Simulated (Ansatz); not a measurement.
The input, for Ansatz 0.2.0:

```yaml
crystal:
  periodic: [false, false, false]
  atoms:
    - {symbol: Al, position_ang: [0.000000, 0.000000, 0.578264]}
    - {symbol: N, position_ang: [0.000000, 0.000000, -1.304184]}
    - {symbol: H, position_ang: [0.000000, 1.396938, 1.321934]}
    - {symbol: H, position_ang: [0.000000, -1.396938, 1.321934]}
basis:
  gaussian: {orbitals: "6-31G*", point_charges: [{charge: 1.00, position_ang: [3.113, 0.697, -0.970]}]}
magnetization: {spin_polarized: false}
correlation: {method: ccsdt, electrons: valence}
output: {forces: true}
```

```sh
$ ansatz run in.yaml --threads 1 --pin off --events-out ev --progress --plain --max-ram 2393MiB
```

Question: Roughly how long does this take on 1 thread of Arm Neoverse V2, shared host, and how much host memory?

Answer: 21 s wall and 0.16 GiB.

```
663 factors; integrals over basis functions are off by at most 1.9e-7 eV
mean field evaluation 1: about -8087.3091 eV, gradient 2.9e1 eV
mean field evaluation 2: about -8087.3147 eV, gradient 2.9e1 eV
mean field evaluation 4: about -8091.3819 eV, gradient 4.3e0 eV
mean field evaluation 8: about -8091.5993 eV, gradient 1.2e-1 eV
mean field evaluation 16: about -8091.5737 eV, gradient 1.5e0 eV
mean field evaluation 32: about -8091.6010 eV, gradient 4.5e-2 eV
mean field evaluation 64: about -8090.4974 eV, gradient 1.4e-1 eV
mean field evaluation 96: about -8088.5395 eV, gradient 4.6e-3 eV
mean field -8091.60105522 eV, -297.3608540950 hartree, gradient 5.5e-6 eV, S^2 0.000000; 7 other end points of the search recorded, 0 dependent functions left out; unrestricted orbitals would lower it
determinant -8091.60105522 eV, -297.3608540950 hartree, with singles and doubles -8097.26482397 eV, -297.5689937577 hartree
determinant -8090.49739983 eV, -297.3202955077 hartree, with singles and doubles -8096.02323508 eV, -297.5233662075 hartree
determinant -8088.53949711 eV, -297.2483439098 hartree, with singles and doubles -8094.56178150 eV, -297.4696587792 hartree
unrestricted determinant -8092.92400824 eV, -297.4094717218 hartree, S^2 0.9864
6 core orbitals not correlated: weight in the atoms' cores, before any rotation towards them, 1.000 or more for the frozen orbitals, at most 0.000 for the correlated occupied ones
reference -8091.60105522 eV, -297.3608540950 hartree; 5, 5 occupied and 27, 27 virtual orbitals, 663 factors
second order -4.57368331 eV of doubles, -0.00000000 eV of singles
cycle   1  -5.21540575 eV  change   -6.4e-1 eV  update   9.0e-2
cycle   2  -5.57363933 eV  change   -3.6e-1 eV  update   4.8e-2
...
cycle  39  -5.93464280 eV  change   -1.0e-7 eV  update   8.0e-6
cycle  40  -5.93464360 eV  change   -8.0e-7 eV  update   6.9e-6
cycle  41  -5.93464409 eV  change   -4.9e-7 eV  update   5.9e-6
cycle  42  -5.93464337 eV  change    7.1e-7 eV  update   4.5e-6
cycle  43  -5.93464256 eV  change    8.1e-7 eV  update   3.3e-6
cycle  44  -5.93464055 eV  change    2.0e-6 eV  update   2.4e-6
cycle  45  -5.93463932 eV  change    1.2e-6 eV  update   1.8e-6
cycle  46  -5.93463837 eV  change    9.6e-7 eV  update   1.1e-6
cycle  47  -5.93463841 eV  change   -4.7e-8 eV  update   6.3e-7
cycle  48  -5.93463850 eV  change   -8.6e-8 eV  update   4.9e-7
the calculation of the forces begins
Total energy: -8097.53569372 eV, -297.5789480372 hartree
Atom 0 at     0.000000     0.000000     0.578264 Å, force    -0.771269    -0.222206    -0.455706 eV/Å
Atom 1 at     0.000000     0.000000    -1.304184 Å, force     0.699148     0.185754     0.918579 eV/Å
Atom 2 at     0.000000     1.396938     1.321934 Å, force     0.168102     0.338816    -0.140156 eV/Å
Atom 3 at     0.000000    -1.396938     1.321934 Å, force     0.152776    -0.253544    -0.100314 eV/Å
Dipole moment:    -0.262621    -0.052201     0.472177 e Å
```

Forces (eV/Å):
```
Al  -0.771 -0.222 -0.456
N    0.699  0.186  0.919
H    0.168  0.339 -0.140
H    0.153 -0.254 -0.100
```
